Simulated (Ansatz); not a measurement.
C₄H₁₂ClN⁺, that is tetramethylammonium chloride with one electron fewer. Charge 1, multiplicity 2. Geometry PBE-D4/def2-SVP, that of the neutral singlet; atoms count from 1.

```xyz
18

C     0.011    1.508    0.800
N     0.001    0.191    0.101
C     1.388   -0.165   -0.377
C    -0.919    0.232   -1.095
C    -0.475   -0.899    1.031
H     0.362    2.288    0.100
H    -1.015    1.745    1.140
H     0.690    1.452    1.671
H     2.057   -0.215    0.502
H     1.284   -1.165   -0.888
H     1.728    0.624   -1.074
H    -1.938    0.473   -0.741
H    -0.556    1.017   -1.785
H    -0.862   -0.795   -1.555
H    -1.499   -0.648    1.364
H     0.211   -0.942    1.897
H    -0.449   -1.848    0.423
Cl   -0.019   -2.853   -1.514
```

(1) Estimate the Mulliken populations from the PBE0/def2-TZVP orbitals of Ansatz.

(2) Where does the spin sit?

(3) And the Mayer bond orders between heavy atoms (over 0.3)?

Answers

(1) 
```csv
atom,charge (e),spin (α − β)
C1,-0.31,0.01
N2,-0.03,-0.01
C3,-0.28,0.04
C4,-0.28,0.04
C5,-0.28,0.04
H6,0.18,0.00
H7,0.18,0.00
H8,0.18,0.00
H9,0.18,0.00
H10,0.17,-0.01
H11,0.18,0.00
H12,0.18,0.00
H13,0.18,0.00
H14,0.17,-0.01
H15,0.18,0.00
H16,0.18,0.00
H17,0.17,-0.01
Cl18,0.00,0.92
```
Mulliken values depend strongly on the basis.

(2) Summed by element: C 0.12, N -0.01, H -0.04, Cl 0.92, of 1 unpaired in all. Largest on single atoms: Cl18 0.92, C3 0.04, C5 0.04.

(3) C1–N2 0.93 (1.49 Å); N2–C3 0.94 (1.51 Å); N2–C4 0.94 (1.51 Å); N2–C5 0.94 (1.51 Å).
